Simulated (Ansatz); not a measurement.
**PF₂+ (triplet): the correlation ladder, def2-QZVPP**

One table from this session's results is given with a row withheld; the runs are named, their logs left out.

Program: Ansatz 0.2.0, Gaussian basis. Level of theory: def2-QZVPP, core rule «outside noble gas», up to 7 orbitals frozen. These are calculated values, not measurements.

The runs, in order: UHF; ROHF; CCSD(T) on UHF.

## The system

The geometry is a PBE0/def2-TZVP stationary point (not a proven minimum) of the parent state, kept for this charge and spin.

3 atoms, charge 1, spin multiplicity 3.

Atoms are counted from 1 here; the program's logs count them from 0.

Bond lengths: F1–P2 1.636 Å, P2–F3 1.636 Å. Angles: F1–P2–F3 180.0°.

Set-up of the first run:

in.yaml reads:

```yaml
crystal:
  periodic: [false, false, false]
  atoms:
    - {symbol: F, position_ang: [0.000000, 0.000000, 1.635900]}
    - {symbol: P, position_ang: [0.000000, 0.000000, 0.000000]}
    - {symbol: F, position_ang: [0.000000, 0.000000, -1.635900]}
basis:
  gaussian: {orbitals: "def2-QZVPP.json"}
total_charge: 1
magnetization: {spin_polarized: true, initial_magnetization: 2}
hamiltonian: {xc: hf}
output: {orbitals: {seedname: orbitals}}
```

The run is started by

```console
> ansatz run in.yaml --threads 1 --pin off --events-out ev --progress --plain --max-ram 2393MiB
```

Steps of the session up to this table: UHF; ROHF; CCSD(T) on UHF.

One table of the session follows, with a row left open; its other results are not shown here.

```
  method  from UCCSD(T) (meV)
    ROHF             +19094.8
     UHF                    ?
    UMP2               +844.6
   UCCSD               +775.9
UCCSD(T)                    0
```

**Question.** Estimate the row for UHF.

As computed: from UCCSD(T) (meV): +18769.9. In the column «from UCCSD(T) (meV)» it lies between UMP2 (+844.6) and ROHF (+19094.8).
